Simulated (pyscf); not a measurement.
This saddle point was located with ωB97X-D3(BJ)/def2-SVP in PySCF.

```xyz
4

Ga     0.2519    -0.7371     0.2791
Cl    -2.0293     0.5042     0.9561
F     -1.2581    -1.1957    -0.8965
H     -1.9367    -0.4125    -0.1705
```

Surface: singlet, charge 0. Lowest wavenumbers (cm⁻¹): 411i, 218, 491, 844, 882.

Question: What reaction is this the transition state of?

Answer: `[Cl][Ga]` [singlet] + `[FH]` <-> `[F][Ga]` [singlet] + `[ClH]`, a four-centre exchange read from left to right: Cl–Ga, F–H broken and F–Ga, Cl–H formed. At CCSD(T)/def2-TZVPP + ΔMP2(QZVPP) it lies +4.8 kcal/mol from the left side and -0.3 kcal/mol from the right (each side as separated species at their lowest minima found). On the reactant side the descent ends in a bound adduct, 8.2 kcal/mol under the separated species and 10.8 kcal/mol under the saddle at ωB97X-D3(BJ)/def2-TZVP. On the product side the descent ends in a complex, 7.2 kcal/mol under the separated species and 3.5 kcal/mol under the saddle at ωB97X-D3(BJ)/def2-TZVP. At CCSD(T) the saddle lies under the separated products, which points to a path from their complex (located at ωB97X-D3(BJ) alone), and parting the products costs more than the saddle. At ωB97X-D3(BJ) the barrier from the zero used here is 2.7 kcal/mol. This is the saddle that the search found; another between the same sides may lie lower. The CCSD(T) − MP2 part came from Ansatz, without density fitting, on the same reference. The frozen core leaves the outer d or s,p core shells of the metals and heavy elements correlated in the MP2 and CC values, and def2-TZVPP describes them poorly, which can shift differences by a few kcal/mol. Elements up to Kr have no core potential and no relativistic terms here.
